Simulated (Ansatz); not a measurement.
# CH3BF (charge -1): molecular dynamics

Aim: follow the molecule's vibrations and see whether its bonds hold. The start is relaxed first. Runs: 600 steps of 0.5 fs under a Nosé-Hoover thermostat at 2000 K. SMILES of the start: [CH2-]BF.

Method: UKS PBE/STO-3G, in Ansatz 0.2.0.

### 1 The system as given

Bond lengths: C1–B2 1.430 Å, B2–F3 1.434 Å, C1–H4 1.093 Å, C1–H5 1.091 Å, B2–H6 1.212 Å. Angles: C1–B2–F3 122.6°, C1–B2–H6 126.8°, F3–B2–H6 110.7°, B2–C1–H4 123.2°, B2–C1–H5 125.3°, H4–C1–H5 111.5°.

As a file:

```xyz
6

C    -0.5786    0.2094   -0.4466
B     0.5406   -0.2079    0.3393
F     0.6016   -0.0150    1.7587
H    -0.6364    0.0668   -1.5290
H    -1.4746    0.6976   -0.0599
H     1.5474   -0.7508   -0.0625
```

### 2 Preparing the start

input.yaml

```yaml
crystal:
  periodic: [false, false, false]
  atoms:
    - { symbol: C, position_ang: [-0.57865, 0.20938, -0.4466] }
    - { symbol: B, position_ang: [0.54062, -0.20795, 0.33934] }
    - { symbol: F, position_ang: [0.60159, -0.01501, 1.75869] }
    - { symbol: H, position_ang: [-0.63645, 0.06678, -1.52901] }
    - { symbol: H, position_ang: [-1.47455, 0.69758, -0.05992] }
    - { symbol: H, position_ang: [1.54744, -0.75078, -0.0625] }
total_charge: -1
magnetization:
  spin_polarized: true
basis:
  gaussian: { orbitals: STO-3G }
hamiltonian:
  xc: pbe
relax:
  f_tol: 0.02
  max_steps: 40
output:
  orbitals: {}
```

Command:

```console
$ ansatz run input.yaml --threads 1 --pin off --max-ram 2048MiB --backend cpu --events-out ev --progress --plain --runs-dir out
```

Further steps of the session: Dynamics.

What does the calculation give? Wanted: relaxation of the start; temperature, first and last step; temperature, second half; potential energy, second half; largest change of the conserved energy; bonds formed or broken.

As calculated:

| quantity | value |
| --- | --- |
| relaxation of the start | 4 moves, 0.051 eV lower |
| length | 600 steps of 0.5 fs |
| temperature, first and last step | 2000 and 1675 K |
| temperature, second half | mean 1974 K, from 454 to 3676 K |
| potential energy, second half | +178 meV/atom from the start |
| largest change of the conserved energy | 4.67 meV/atom |
| bonds formed or broken | 0 |

What this shows: Against a set 2000 K the second half averages 1974 K with a spread of 664 K. The conserved energy strays from its start by at most 4.67 meV/atom, 3.4 % of the mean kinetic energy, fair for a step of 0.5 fs. The bonding pattern survives the run. 300 fs on 6 atoms is far too short and small for converged averages. The nuclei move classically, without zero-point motion, which matters most for hydrogen. The basis is very small, so the numbers are rough.
